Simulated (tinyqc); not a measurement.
Inside a calculation (part 2 of 2). Method: UHF in the sto-3g basis, for NH, spin multiplicity 3. This run ends on a higher stationary point, not on the lowest solution. Computed by tinyqc, a small Python program that keeps every step (integrals from PySCF). Command: `OMP_NUM_THREADS=1 python tinyqc.py 25011 25012 out.jsonl` (the two numbers bound the seeds that draw the settings). One thread of a shared host (Intel(R) Xeon(R) Processor @ 2.60GHz), about 0.1 s of CPU time with the checks.

Geometry (angstrom):
```
atom        x        y        z
N     0.00000  0.00000  0.00000
H     0.00000  0.00000  1.83400
```

## Iteration 3: diagonalisation and new density

extrapolated F(alpha) (hartree), lower triangle:
```
            1N 1s     1N 2s    1N 2px    1N 2py    1N 2pz     2H 1s
1N 1s   -15.20672
1N 2s    -3.89145  -1.90711
1N 2px    0.00000   0.00000  -0.38457
1N 2py    0.00000   0.00000   0.00000  -0.38457
1N 2pz   -0.00655  -0.01342   0.00000   0.00000  -0.17787
2H 1s    -0.15561  -0.21912   0.00000   0.00000  -0.23671  -0.08203
```

extrapolated F(beta) (hartree), lower triangle:
```
            1N 1s     1N 2s   1N 2px   1N 2py    1N 2pz     2H 1s
1N 1s   -15.16110
1N 2s    -3.82046  -1.56563
1N 2px    0.00000   0.00000  0.42678
1N 2py    0.00000   0.00000  0.00000  0.42678
1N 2pz   -0.00632  -0.00894  0.00000  0.00000   0.04800
2H 1s    -0.15176  -0.19621  0.00000  0.00000  -0.22120  -0.22095
```

X, lower triangle:
```
           1N 1s     1N 2s   1N 2px   1N 2py    1N 2pz    2H 1s
1N 1s    1.02174
1N 2s   -0.12280   1.02936
1N 2px   0.00000   0.00000  1.00000
1N 2py   0.00000   0.00000  0.00000  1.00000
1N 2pz  -0.00115   0.00864  0.00000  0.00000   1.00960
2H 1s    0.00822  -0.07250  0.00000  0.00000  -0.08094  1.01709
```

Diagonalise F' = X^T F X, C = X C', fill 5 alpha and 3 beta electrons from the bottom; D(s) = C_occ C_occ^T. Each column has its largest component positive (the first on a tie).

F' = X^T F X (alpha) (hartree), lower triangle:
```
           1         2         3         4         5         6
1  -14.92961
2   -1.99462  -1.23671
3    0.00000   0.00000  -0.38457
4    0.00000   0.00000   0.00000  -0.38457
5   -0.01120   0.00878   0.00000   0.00000  -0.14317
6    0.01337  -0.11717   0.00000   0.00000  -0.22458  -0.02390
```

orbital energies (alpha) (hartree): MO1 -15.21426, MO2 -0.96721, MO3 -0.38457, MO4 -0.38457, MO5 -0.30978, MO6 0.15785

coefficients C (alpha):
```
             MO1       MO2      MO3       MO4       MO5       MO6
1N 1s    0.99415  -0.26261  0.00000   0.00000   0.02868   0.03142
1N 2s    0.02384   1.01823  0.00000   0.00000  -0.13488  -0.15636
1N 2px   0.00000   0.00000  0.86901  -0.49480   0.00000   0.00000
1N 2py   0.00000   0.00000  0.49480   0.86901   0.00000   0.00000
1N 2pz   0.00073   0.02127  0.00000   0.00000   0.76062  -0.66853
2H 1s   -0.00192   0.05739  0.00000   0.00000   0.54245   0.86533
```

F' = X^T F X (beta) (hartree), lower triangle:
```
           1         2        3        4         5         6
1  -14.89464
2   -1.96759  -0.89615
3    0.00000   0.00000  0.42678
4    0.00000   0.00000  0.00000  0.42678
5   -0.01143   0.01441  0.00000  0.00000   0.08367
6    0.01144  -0.10790  0.00000  0.00000  -0.21577  -0.17022
```

orbital energies (beta) (hartree): MO1 -15.16595, MO2 -0.65101, MO3 -0.27302, MO4 0.21262, MO5 0.42678, MO6 0.42678

coefficients C (beta):
```
             MO1       MO2       MO3       MO4       MO5      MO6
1N 1s    0.99539  -0.25134   0.06634  -0.02694   0.00000  0.00000
1N 2s    0.01895   0.98756  -0.29619   0.12900   0.00000  0.00000
1N 2px   0.00000   0.00000   0.00000   0.00000   0.97927  0.20254
1N 2py   0.00000   0.00000   0.00000   0.00000  -0.20254  0.97927
1N 2pz   0.00065   0.03930   0.44686   0.90812   0.00000  0.00000
2H 1s   -0.00157   0.17040   0.81738  -0.59093   0.00000  0.00000
```

D(alpha) after iteration 3, lower triangle:
```
           1N 1s     1N 2s   1N 2px   1N 2py   1N 2pz    2H 1s
1N 1s    1.05812
1N 2s   -0.24756   1.05555
1N 2px   0.00000   0.00000  1.00000
1N 2py   0.00000   0.00000  0.00000  1.00000
1N 2pz   0.01695  -0.08091  0.00000  0.00000  0.57899
2H 1s   -0.00143  -0.01478  0.00000  0.00000  0.41381  0.29755
```

D(beta) after iteration 3, lower triangle:
```
           1N 1s     1N 2s   1N 2px   1N 2py   1N 2pz    2H 1s
1N 1s    1.05838
1N 2s   -0.24900   1.06336
1N 2px   0.00000   0.00000  0.00000
1N 2py   0.00000   0.00000  0.00000  0.00000
1N 2pz   0.02041  -0.09353  0.00000  0.00000  0.20123
2H 1s    0.00984  -0.07385  0.00000  0.00000  0.37195  0.69715
```

Within a degenerate level the vectors are fixed only up to a rotation; this is one choice.

## Iteration 12 (converged): orbitals

converged F(alpha) (hartree), lower triangle:
```
            1N 1s     1N 2s    1N 2px    1N 2py    1N 2pz     2H 1s
1N 1s   -15.37649
1N 2s    -3.92149  -1.96799
1N 2px    0.00000   0.00000  -0.47427
1N 2py    0.00000   0.00000   0.00000  -0.47427
1N 2pz   -0.00869  -0.00897   0.00000   0.00000  -0.08048
2H 1s    -0.15663  -0.23258   0.00000   0.00000  -0.25982  -0.19626
```

converged F(beta) (hartree), lower triangle:
```
            1N 1s     1N 2s   1N 2px   1N 2py    1N 2pz     2H 1s
1N 1s   -15.33664
1N 2s    -3.86183  -1.67174
1N 2px    0.00000   0.00000  0.32566
1N 2py    0.00000   0.00000  0.00000  0.32566
1N 2pz   -0.00808   0.02071  0.00000  0.00000  -0.11395
2H 1s    -0.15347  -0.22149  0.00000  0.00000  -0.25392  -0.08730
```

As before.

F' = X^T F X (alpha) (hartree), lower triangle:
```
           1         2         3         4         5         6
1  -15.10022
2   -1.99779  -1.29468
3    0.00000   0.00000  -0.47427
4    0.00000   0.00000   0.00000  -0.47427
5   -0.01425   0.01618   0.00000   0.00000  -0.04078
6    0.01360  -0.11938   0.00000   0.00000  -0.24752  -0.13590
```

orbital energies (alpha) (hartree): MO1 -15.38351, MO2 -1.02782, MO3 -0.47427, MO4 -0.47427, MO5 -0.33094, MO6 0.17070

coefficients C (alpha):
```
             MO1       MO2      MO3       MO4       MO5       MO6
1N 1s    0.99438  -0.26139  0.00000   0.00000   0.03540  -0.02704
1N 2s    0.02293   1.01650  0.00000   0.00000  -0.16873   0.13316
1N 2px   0.00000   0.00000  0.10513   0.99446   0.00000   0.00000
1N 2py   0.00000   0.00000  0.99446  -0.10513   0.00000   0.00000
1N 2pz   0.00084   0.01413  0.00000   0.00000   0.59312   0.82093
2H 1s   -0.00187   0.06673  0.00000   0.00000   0.72092  -0.72261
```

F' = X^T F X (beta) (hartree), lower triangle:
```
           1         2        3        4         5         6
1  -15.06908
2   -1.97676  -0.99576
3    0.00000   0.00000  0.32566
4    0.00000   0.00000  0.00000  0.32566
5   -0.01726   0.04847  0.00000  0.00000  -0.07462
6    0.01513  -0.13963  0.00000  0.00000  -0.24987  -0.02412
```

orbital energies (beta) (hartree): MO1 -15.34147, MO2 -0.75052, MO3 -0.29362, MO4 0.22203, MO5 0.32566, MO6 0.32566

coefficients C (beta):
```
             MO1       MO2       MO3       MO4      MO5       MO6
1N 1s    0.99542  -0.25493   0.03512   0.04505  0.00000   0.00000
1N 2s    0.01885   1.00418  -0.16463  -0.21017  0.00000   0.00000
1N 2px   0.00000   0.00000   0.00000   0.00000  0.99490  -0.10090
1N 2py   0.00000   0.00000   0.00000   0.00000  0.10090   0.99490
1N 2pz   0.00072  -0.01021   0.71284  -0.71949  0.00000   0.00000
2H 1s   -0.00152   0.12048   0.59885   0.82049  0.00000   0.00000
```

D(alpha) after iteration 12, lower triangle:
```
           1N 1s     1N 2s   1N 2px   1N 2py   1N 2pz    2H 1s
1N 1s    1.05838
1N 2s   -0.24888   1.06227
1N 2px   0.00000   0.00000  1.00000
1N 2py   0.00000   0.00000  0.00000  1.00000
1N 2pz   0.01814  -0.08570  0.00000  0.00000  0.35199
2H 1s    0.00622  -0.05386  0.00000  0.00000  0.42853  0.52418
```

D(beta) after iteration 12, lower triangle:
```
           1N 1s     1N 2s   1N 2px   1N 2py   1N 2pz    2H 1s
1N 1s    1.05708
1N 2s   -0.24301   1.03583
1N 2px   0.00000   0.00000  0.00000
1N 2py   0.00000   0.00000  0.00000  0.00000
1N 2pz   0.02836  -0.12760  0.00000  0.00000  0.50825
2H 1s   -0.01120   0.02236  0.00000  0.00000  0.42565  0.37313
```

Within a degenerate level the vectors are fixed only up to a rotation; this is one choice.

## Convergence

Stop when the energy changes by less than 1e-10 hartree and every element of the error matrix X^T (F D S - S D F) X (for each spin) is below 3e-06.

Course of the cycle:
```
iteration  E (hartree)     change  largest element of the error matrix
1          -53.6112475          -                             1.12e-01
2          -53.8958741  -2.85e-01                             2.16e-01
3          -54.0656344  -1.70e-01                             1.30e-01
4          -54.1106416  -4.50e-02                             9.41e-02
5          -54.0843441   2.63e-02                             7.34e-02
6          -54.0774999   6.84e-03                             1.58e-02
7          -54.0779963  -4.96e-04                             7.46e-03
8          -54.0777464   2.50e-04                             2.38e-03
9          -54.0777076   3.88e-05                             3.92e-05
10         -54.0777076  -4.86e-09                             2.39e-05
11         -54.0777076   4.07e-09                             1.84e-06
12         -54.0777076  -9.90e-12                             6.56e-08
```

PySCF UHF in the same basis, after a stability check = -54.1908412 hartree

Converged in 12 iterations. But the solution lies 0.11313 hartree above the reference: it is another stationary point, not the lowest one. Reruns (cap 100 unless said): DIIS 8: converged in 13 to a higher stationary point; damping 0.5: converged in 47; level shift 0.5: converged in 39; atomic densities as start, DIIS 8: converged in 12 to a higher stationary point.

## Populations, bond orders and dipole

overlap S, lower triangle:
```
          1N 1s    1N 2s   1N 2px   1N 2py   1N 2pz    2H 1s
1N 1s   1.00000
1N 2s   0.23504  1.00000
1N 2px  0.00000  0.00000  1.00000
1N 2py  0.00000  0.00000  0.00000  1.00000
1N 2pz  0.00000  0.00000  0.00000  0.00000  1.00000
2H 1s   0.00909  0.13765  0.00000  0.00000  0.15739  1.00000
```

Mulliken: Z minus the diagonal of D S on the atom; Loewdin: the same with S^(1/2) D S^(1/2); Mayer order: 2 sum_s sum (D(s) S)_ij (D(s) S)_ji over the two atoms.

Charges (e):
```
atom  Mulliken   Loewdin  Mulliken spin
1N     0.02737   0.03059        1.85884
2H    -0.02737  -0.03059        0.14116
```

Mayer bond orders:
```
pair    order
2-1   0.97932
```

dipole moment about the origin, x y z (debye): 0.00000  0.00000  0.28679

<S^2> of the determinant (pure state: 2) = 2.02638
